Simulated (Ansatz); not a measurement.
# Si2NH5 (SMILES N1[SiH2][SiH2]1): one structure at several levels

The task here is to estimate one member of a computed series from the others.

Method: single points in def2-TZVPP; program: Ansatz 0.2.0, Gaussian basis.

Correlated methods freeze the cores.

## Starting geometry

SMILES `N1[SiH2][SiH2]1`, 8 atoms, charge 0, spin multiplicity 1.

Atoms are counted from 1 here; the program's logs count them from 0.

Bond lengths: N1–Si2 1.717 Å, N1–Si3 1.629 Å, N1–H4 0.998 Å, Si2–Si3 2.211 Å, Si2–H5 1.411 Å, Si2–H6 1.458 Å, Si3–H7 1.509 Å, Si3–H8 1.491 Å. Angles: Si2–N1–Si3 82.7°, Si2–N1–H4 134.3°, Si3–N1–H4 143.1°, N1–Si2–Si3 47.0°, N1–Si2–H5 116.9°, N1–Si2–H6 114.4°, Si3–Si2–H5 130.9°, Si3–Si2–H6 127.0°, H5–Si2–H6 102.1°, N1–Si3–Si2 50.4°, N1–Si3–H7 118.0°, N1–Si3–H8 113.8°, Si2–Si3–H7 127.9°, Si2–Si3–H8 122.2°, H7–Si3–H8 108.9°.

Coordinates:

```xyz
8

N    -0.58370   -0.22490   -0.60430
Si    0.07780    1.17380    0.13950
Si    0.50660   -0.98660    0.33670
H    -1.30180   -0.38100   -1.27930
H     0.62820    2.15160   -0.71680
H    -0.87880    1.95180    0.91690
H     1.59530   -1.78050   -0.34230
H    -0.10400   -1.82210    1.40980
```

The first run:

Contents of run/in.yaml:

```yaml
crystal:
  periodic: [false, false, false]
  atoms:
    - {symbol: N, position_ang: [-0.583700, -0.224900, -0.604300]}
    - {symbol: Si, position_ang: [0.077800, 1.173800, 0.139500]}
    - {symbol: Si, position_ang: [0.506600, -0.986600, 0.336700]}
    - {symbol: H, position_ang: [-1.301800, -0.381000, -1.279300]}
    - {symbol: H, position_ang: [0.628200, 2.151600, -0.716800]}
    - {symbol: H, position_ang: [-0.878800, 1.951800, 0.916900]}
    - {symbol: H, position_ang: [1.595300, -1.780500, -0.342300]}
    - {symbol: H, position_ang: [-0.104000, -1.822100, 1.409800]}
basis:
  gaussian: {orbitals: def2-TZVPP}
correlation: {method: ccsd_t}
output: {forces: true}
```

The command line of these runs was not kept.

Steps of the session up to this table: CCSD(T)/def2-TZVPP; PBE0-D4/def2-TZVPP; wB97M-V/def2-TZVPP; r2SCAN-D4/def2-TZVPP; PBE-D4/def2-TZVPP; wB97X-V/def2-TZVPP; BLYP-D4/def2-TZVPP.

One table of the session follows, with a row left open; its other results are not shown here.

| method | RMS force component (eV/Å) | angle to CCSD(T) forces (°) | dipole (D) |
| --- | --- | --- | --- |
| CCSD(T) | 1.048 | reference | 0.89 |
| PBE0-D4 | ? | ? | ? |
| wB97M-V | 0.978 | 3.5 | 0.87 |
| r2SCAN-D4 | 0.964 | 5.5 | 0.99 |
| PBE-D4 | 1.034 | 8.7 | 0.99 |
| wB97X-V | 0.994 | 6.3 | 0.90 |
| BLYP-D4 | 1.052 | 6.2 | 0.90 |

Q: Estimate the row for PBE0-D4 from the others.

The run gave: RMS force component (eV/Å): 0.960; angle to CCSD(T) forces (°): 7.0; dipole (D): 0.94. In the column «RMS force component (eV/Å)» it is the lowest.
